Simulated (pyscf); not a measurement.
# Routes from H₃C–C≡N (SMILES CC#N) + CH₃• (SMILES [CH3])

Candidate steps break at most two bonds and form at most two. Each was searched with GFN2-xTB (tblite) first. Structures and frequencies: ωB97X-D3(BJ)/def2-SVP in PySCF. Energies: ωB97M-D3(BJ)/def2-TZVP, eV, from the separated reactants, doublet surface.

```tsv
products	type	ΔE‡	ΔE	ΔG‡ 298 K	ΔG‡ 900 K	ν‡ (cm⁻¹)
H₃C–C(CH₃)=N•	addition	0.40	-0.87	0.84	1.59	553i
H₃C–CH₂–C≡N + H•	substitution at C	2.78	+0.55	3.10	3.96	962i
```

Plain bond fissions and candidates not yet searched are not listed, and one of them may be faster. Each barrier is that of the saddle found; lower ones may exist.
